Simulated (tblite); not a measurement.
Compound: 1-propanol, C₃H₈O.
Numbering: `[CH3:1][CH2:2][CH2:3][OH:4]` (hydrogens: H5, H6, H7 on C1; H8, H9 on C2; H10, H11 on C3; H12 on O4)

Geometry (GFN2-xTB, Å), atoms numbered from 1 in this order:
```xyz
12
C3H8O angstrom
C     -1.5234    0.0093    0.0983
C     -0.1458    0.0974   -0.5445
C      0.9626   -0.2421    0.4524
O      2.2478   -0.1961   -0.1213
H     -1.7071   -0.9967    0.4682
H     -1.5986    0.7015    0.9345
H     -2.2961    0.2578   -0.6250
H     -0.0829   -0.5923   -1.3886
H      0.0156    1.1099   -0.9271
H      0.9032    0.4381    1.3159
H      0.8427   -1.2660    0.8142
H      2.3832    0.6785   -0.5030
```

Computed values, GFN2-xTB/tblite, gas phase, harmonic and unscaled. This tight-binding method is rough: wavenumbers can miss measured ones by several per cent, in bad cases by 10 to 20. One conformer, not necessarily the lowest.

Harmonic wavenumbers (cm⁻¹): 111.5, 225.8, 272.1, 350.4, 455.0, 791.3, 903.0, 922.7, 1060.2, 1087.2, 1103.9, 1125.5, 1220.8, 1264.8, 1299.0, 1332.3, 1365.2, 1415.3, 1483.5, 1494.5, 1501.5, 1504.5, 2861.5, 2952.0, 2982.0, 2988.2, 3030.9, 3038.3, 3042.2, 3542.1.

A = 26077, B = 3810, C = 3571 MHz; mass 60.058 u (most abundant isotopes); point group C1, symmetry number 1.

**Question.** Zero-point energy?

**Answer.** ½Σν̃ = 23364 cm⁻¹ = 279.49 kJ/mol.

**Question.** Entropy at 298.15 K, 1 bar (ideal gas, RRHO, classical rotation)?

**Answer.** Translation 159.93, rotation 101.75, vibration 40.27: S = 302.0 J/(mol K).

**Question.** And Cp and H(298.15 K) − H(0)?

**Answer.** Cp = 84.84 J/(mol K), of which vibrations give 51.58 (their classical limit is 30 R = 249.4); H(298.15 K) − H(0) = 16.96 kJ/mol without the zero-point energy, 7.04 from vibrations.

**Question.** Blend soft modes into free rotors: weight 1/[1 + (100 cm⁻¹/ν̃)⁴] for the oscillator and the rest for a rotor with moment μB/(μ + B), μ = h/(8π²ν), B = 10⁻⁴⁴ kg m². What vibrational entropy results?

**Answer.** 39.52 J/(mol K) in place of 40.27, which changes −T·S at 298.15 K by +0.22 kJ/mol.

**Question.** Which modes carry the vibrational entropy at 298.15 K?

**Answer.** 111.5 cm⁻¹: 13.57; 225.8 cm⁻¹: 8.00; 272.1 cm⁻¹: 6.62; 350.4 cm⁻¹: 4.87; 455.0 cm⁻¹: 3.27; 791.3 cm⁻¹: 0.90 J/(mol K); the other 24 give 3.05 together.

**Question.** How do the functions run with temperature in this model?

**Answer.** 
```
T (K)  S (J/(mol K))  Cp (J/(mol K))  H − H(0) (kJ/mol)  G − H(0) (kJ/mol)  ln q(vib)
  100          233.2            48.2               3.87             -19.45       0.29
  200          272.3            65.8               9.61             -44.85       1.10
  300          302.5            85.2              17.12             -73.63       2.02
  500          356.5           129.3              38.64            -139.61       4.04
  800          428.6           177.7              85.25            -257.65       7.31
 1000          470.8           199.9             123.11            -347.67       9.50
```

q(vib) and H(0) count from the zero-point level.

**Question.** What must be added to the electronic energy to get the Gibbs energy at 298.15 K and 1 bar?

**Answer.** ZPE + [H(298.15 K) − H(0)] − T·S = 279.49 + 16.96 − 90.03 = 206.42 kJ/mol.

Hindered rotation and anharmonicity are outside this model. Other conformers, if any are populated, would add a mixing term that is left out. The structure is chiral; the term R ln 2 for an equal mix with its mirror image is left out.

Run on x86-64 server, one thread, no GPU, on a shared host. This covers the Hessian and the dipole derivatives.
